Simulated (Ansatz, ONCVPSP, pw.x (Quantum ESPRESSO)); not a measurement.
# Si: does the ONCV potential hold in the solid?

silicon (Si), optimised norm-conserving Vanderbilt (ONCV), made with ONCVPSP 4.0.1.1 (patched build) (PBE, scalar-relativistic). Core [Ne], reference 3s2 3p2. Waves: 3s: rc 1.55 bohr, ncon 3, nbas 6, qcut 7 1/bohr, 2 projectors, debl 2 Ha; 3p: rc 1.65 bohr, ncon 4, nbas 9, qcut 5.2 1/bohr, 2 projectors, debl 3.9 Ha; d scattering state at 0.09 Ha: rc 1.50 bohr, ncon 4, nbas 9, qcut 6.1 1/bohr, 3 projectors, debl 2.1 Ha. Local part: polynomial inside 1.45 bohr (lpopt 3, dvloc0 0 Ha). Core correction: Teter function, fcfact 3.5, rcfact 1.6.

Atomic tests: cutoffs needed: 7.7 Ha and 16 Ha (the cutoffs (Ha) at which the residual kinetic energy of the hardest occupied pseudo-wave falls to 1 and 0.1 mHa per electron) The cutoffs count occupied waves only; projector 2 of the p channel, the hardest unoccupied one, needs 61 Ha at the loose tolerance.; ghost test: ghosts flagged at negative energy: s at -96.0 eV; no localised positive-energy state flagged; a true bound ghost makes a file unfit for plane-wave use; largest excitation error: -107 meV (all-electron minus pseudo) for 3s1 3p0, out of 4 test configurations.

Crystal test: diamond Si in pw.x 7.5, no spin, 8³ k-points, Fermi–Dirac smearing 0.01 Ry, cutoffs 50/200 Ry. The reference is all-electron LAPW (Ansatz 0.2.0) with the same functional, mesh and smearing; V0 and B0 come from Birch–Murnaghan fits to the pressures at five volumes. Errors are pseudo minus all-electron; Δ is the rms difference of the E(V) curves that follow from these fits, minima aligned, over ±6 % about the mean V0. Mesh and smearing are coarse, so the numbers serve the comparison and aren't converged zero-temperature values; the lattice is a test structure that the element need not adopt.

```csv
V (Å³/atom),P all-electron (GPa),P pseudo (GPa)
19.440,5.01,14.53
19.951,2.31,12.92
20.463,-0.05,11.44
20.975,-2.12,10.16
21.486,-3.93,9.00
```

All-electron: a0 = 5.469 Å (V0 = 20.45 Å³/atom), B0 = 88.5 GPa.

Pseudopotential: mean pressure error (GPa): +11.37. The pressure does not cross zero within the volumes sampled, so no fit is given. This is a poor potential for the solid. Note: ghosts flagged at negative energy: s at -96.0 eV; no localised positive-energy state flagged. A true bound ghost makes a file unfit for plane-wave use.

Task: At the middle volume, how do free energy and pressure move when the wave cutoff is lowered (ecutrho kept at four times it)?

Result:

| cutoff (Ry) | shift of F (meV/atom) | shift of P (GPa) |
| --- | --- | --- |
| 22 | +66328.1 | -1002.08 |
| 30 | +18306.4 | -548.58 |
| 40 | +1566.7 | -101.99 |

Input at the middle volume:

```
&control
  calculation='scf', prefix='x', pseudo_dir='./', outdir='./tmp', tstress=.true., disk_io='low'
/
&system
  ibrav=0, nat=2, ntyp=1, ecutwfc=50, ecutrho=200, nbnd=11,
  occupations='smearing', smearing='fd', degauss=0.01
/
&electrons
  conv_thr=1e-09, mixing_beta=0.4, electron_maxstep=70
/
ATOMIC_SPECIES
Si 1.0 Si.UPF
CELL_PARAMETERS angstrom
  0.00000000 2.73520428 2.73520428
  2.73520428 0.00000000 2.73520428
  2.73520428 2.73520428 0.00000000
ATOMIC_POSITIONS crystal
Si 0.0000 0.0000 0.0000
Si 0.2500 0.2500 0.2500
K_POINTS automatic
8 8 8 0 0 0
```

```bash
pw.x < Si.scf.in > Si.scf.out
```

Lines of the output:

```
Message from routine setup:
     using ibrav=0 with symmetry is DISCOURAGED, use correct ibrav instead
     lattice parameter (alat)  =       7.3098  a.u.
     unit-cell volume          =     276.1823 (a.u.)^3
     number of electrons       =         8.00
     number of Kohn-Sham states=           11
     kinetic-energy cutoff     =      50.0000  Ry
     charge density cutoff     =     200.0000  Ry
     scf convergence threshold =      1.0E-09
     Exchange-correlation= PBE
     number of k points=    29  Fermi-Dirac smearing, width (Ry)=  0.0100
     iteration #  1     ecut=    50.00 Ry     beta= 0.40
     total energy              =     -39.41504994 Ry
     estimated scf accuracy    <      11.71506971 Ry
     iteration #  2     ecut=    50.00 Ry     beta= 0.40
     total energy              =     -36.41360480 Ry
     estimated scf accuracy    <       3.91841309 Ry
     iteration #  3     ecut=    50.00 Ry     beta= 0.40
     total energy              =     -36.63225429 Ry
     estimated scf accuracy    <       0.03587479 Ry
     iteration #  4     ecut=    50.00 Ry     beta= 0.40
     total energy              =     -36.63095860 Ry
     estimated scf accuracy    <       0.00374790 Ry
     iteration #  5     ecut=    50.00 Ry     beta= 0.40
     total energy              =     -36.63119237 Ry
     estimated scf accuracy    <       0.00000744 Ry
     iteration #  6     ecut=    50.00 Ry     beta= 0.40
     total energy              =     -36.63119141 Ry
     estimated scf accuracy    <       0.00000833 Ry
     iteration #  7     ecut=    50.00 Ry     beta= 0.40
     total energy              =     -36.63119174 Ry
     estimated scf accuracy    <       0.00000009 Ry
     iteration #  8     ecut=    50.00 Ry     beta= 0.40
     total energy              =     -36.63119174 Ry
     estimated scf accuracy    <       0.00000003 Ry
     iteration #  9     ecut=    50.00 Ry     beta= 0.40
     the Fermi energy is     3.3618 ev
!    total energy              =     -36.63119174 Ry
     estimated scf accuracy    <          4.4E-11 Ry
     smearing contrib. (-TS)   =      -0.00396816 Ry
     The total energy is F=E-TS. E is the sum of the following terms:
     one-electron contribution =     -19.68590520 Ry
     hartree contribution      =      12.09078260 Ry
     xc contribution           =     -12.35724688 Ry
     ewald contribution        =     -16.67485410 Ry
     convergence has been achieved in   9 iterations
          total   stress  (Ry/bohr**3)                   (kbar)     P=      114.43
```

The run at the middle volume (29 k-points, 9 iterations) took about 5.6 s on one core of a shared host (Intel(R) Xeon(R) 6975P-C, 192 threads, 756 GiB, load 26).
